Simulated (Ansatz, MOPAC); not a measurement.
Molecule: CH₂NO, net charge 0, doublet state. SMILES: N[C]=O

Atoms: O1, C2, N3, H4, H5. Bonds: O1-C2, C2-N3, N3-H4, N3-H5.

Bond lengths (Å) and angles (degrees) optimised at PM3 with MOPAC; PM7 with MOPAC; HF/STO-3G with Ansatz (an electronic-structure program); B3LYP/6-31G* with Ansatz, each started from the B3LYP-D3(BJ)/def2-TZVP structure (Ansatz) of the last column. A row stands for all coordinates that are equal there. 6-31G* holds six Cartesian d functions. No wavenumbers were computed at HF/STO-3G, so these may be saddle points.

| coordinate | PM3 | PM7 | HF/STO-3G | B3LYP/6-31G* | B3LYP-D3(BJ)/def2-TZVP |
|---|---|---|---|---|---|
| O1-C2 | 1.186 | 1.174 | 1.215 | 1.203 | 1.192 |
| C2-N3 | 1.352 | 1.342 | 1.376 | 1.345 | 1.337 |
| N3-H4 | 0.987 | 0.999 | 1.015 | 1.007 | 1.003 |
| N3-H5 | 0.992 | 1.004 | 1.020 | 1.018 | 1.014 |
| O1-C2-N3 | 138.6 | 139.0 | 126.5 | 129.2 | 130.1 |
| C2-N3-H4 | 117.8 | 120.5 | 120.2 | 120.2 | 120.1 |
| C2-N3-H5 | 123.6 | 123.3 | 122.9 | 121.5 | 121.1 |
| H4-N3-H5 | 118.6 | 116.2 | 116.9 | 118.2 | 118.8 |

Mean signed difference of all 4 bond lengths from B3LYP-D3(BJ)/def2-TZVP: PM3 -0.007 Å, PM7 -0.007 Å, HF/STO-3G 0.020 Å, B3LYP/6-31G* 0.007 Å.
